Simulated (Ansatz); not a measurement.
One change: `COC=C(O)O` becomes `OC(O)=CCl`.

Ansatz, PBE0-D4/def2-TZVP geometries, multiplicity 1. Each molecule was computed in one conformer, which needn't be the lowest.

| property | `COC=C(O)O` |
| --- | --- |
| HOMO energy (ωB97M-V/def2-TZVPP) / eV | -8.05 |
| LUMO energy (B3LYP/def2-TZVPP) / eV | 0.75 |
| HOMO–LUMO gap (PBE/def2-TZVPP) / eV | 4.80 |
| HOMO–LUMO gap (B3LYP/def2-TZVPP) / eV | 6.36 |
| HOMO–LUMO gap (ωB97M-V/def2-TZVPP) / eV | 10.64 |
| HOMO energy (B3LYP/def2-TZVPP) / eV | -5.61 |

(1) What does the change do to each property? (An estimate is asked.)

Results:

(1) Ansatz gave: 
| property | `OC(O)=CCl` | shift |
| --- | --- | --- |
| HOMO energy (ωB97M-V/def2-TZVPP) / eV | -8.48 | -0.43 |
| LUMO energy (B3LYP/def2-TZVPP) / eV | 0.34 | -0.41 |
| HOMO–LUMO gap (PBE/def2-TZVPP) / eV | 4.71 | -0.09 |
| HOMO–LUMO gap (B3LYP/def2-TZVPP) / eV | 6.42 | 0.06 |
| HOMO–LUMO gap (ωB97M-V/def2-TZVPP) / eV | 10.82 | 0.18 |
| HOMO energy (B3LYP/def2-TZVPP) / eV | -6.08 | -0.47 |

B3LYP here is the variant with VWN-RPA as its local correlation; programs differ in this.
